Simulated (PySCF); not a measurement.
Level of theory: PySCF with PBE-D3(BJ)/def2-TZVP // BP86-D3(BJ)/def2-SVP. Gas-phase values, no solvent. 

Reference species (SMILES): `C[N]C` (neutral, multiplicity 2).

* **dipole moment**: 1.70 D

Changed species: `[OH]` (free radical OH; the reference has free radical N(CH3)2).

Task: Predict the effect on the dipole moment.

Result: the dipole moment hardly moves.
